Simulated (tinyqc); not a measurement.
G0W0 on RHF in the sto-6g basis, for H2F+, spin multiplicity 1, step by step. One step of it, computed by the program tinyqc.

Task: Orthogonalisation. S = U s U^T; canonical form X = U s^(-1/2), so that X^T S X = 1. Each column of U has its largest component positive (the first on a tie).

overlap S, lower triangle:
```
           1F 1s     1F 2s    1F 2px     1F 2py    1F 2pz     2H 1s     3H 1s
1F 1s   1.000000
1F 2s   0.232479  1.000000
1F 2px  0.000000  0.000000  1.000000
1F 2py  0.000000  0.000000  0.000000   1.000000
1F 2pz  0.000000  0.000000  0.000000   0.000000  1.000000
2H 1s   0.045377  0.420451  0.000000   0.252096  0.215003  1.000000
3H 1s   0.045377  0.420451  0.000000  -0.252096  0.215003  0.268864  1.000000
```

Give: eigenvalues of S; X.

Result:

eigenvalues of S: 0.426  0.485  0.893  1.000  1.095  1.247  1.855

X:
```
             1       2       3      4       5       6      7
1F 1s   -0.336   0.000   0.733  0.000   0.625   0.000  0.156
1F 2s    1.081   0.000  -0.273  0.000   0.309   0.000  0.422
1F 2px   0.000   0.000   0.000  1.000   0.000   0.000  0.000
1F 2py   0.000  -0.817   0.000  0.000   0.000   0.737  0.000
1F 2pz   0.483   0.000   0.672  0.000  -0.624   0.000  0.194
2H 1s   -0.645   0.835  -0.168  0.000  -0.138   0.360  0.386
3H 1s   -0.645  -0.835  -0.168  0.000  -0.138  -0.360  0.386
```
